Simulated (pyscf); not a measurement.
Optimised with ωB97X-D3(BJ)/def2-SVP in PySCF.

For H₃C–GaH₂ (SMILES [CH3][GaH2]) + HF (SMILES F) → H₃C–GaH–F (SMILES [CH3][GaH][F]) + H₂ (SMILES [H][H]), a four-centre exchange (singlet surface; Ga–H, F–H broken, F–Ga, H–H formed), PBE/def2-TZVP gives ΔE‡ = -0.14 eV and ΔE = -1.00 eV (zero: the separated reactants). In which direction and how far do B3LYP-D3(BJ)/def2-TZVP, M06-2X/def2-TZVP, ωB97M-D3(BJ)/def2-TZVP move these?

B3LYP-D3(BJ): ΔE‡ = 0.02 eV, ΔE = -1.02 eV; M06-2X: ΔE‡ = -0.02 eV, ΔE = -1.14 eV; ωB97M-D3(BJ): ΔE‡ = 0.08 eV, ΔE = -0.95 eV. PBE's barrier lies under all of them, by 0.12 to 0.23 eV. Its reaction energy lies among theirs. Low barriers are usual for a GGA, whose delocalisation error favours stretched bonds. On the reactant side the descent ends in an adduct with a F–Ga contact, 0.31 eV under the separated species and 0.35 eV under the saddle at ωB97X-D3(BJ)/def2-TZVP. At PBE, M06-2X the saddle lies under the separated reactants, which points to a path from their complex (located at ωB97X-D3(BJ) alone). What is counted as formed (F–Ga) is already present as a longer contact in the reactant adduct; forming that adduct is a step of its own. At the saddle there is also a short Ga–H contact that neither side keeps. One saddle was located; it need not be the lowest between these sides. Elements up to Kr have no core potential and no relativistic terms here.
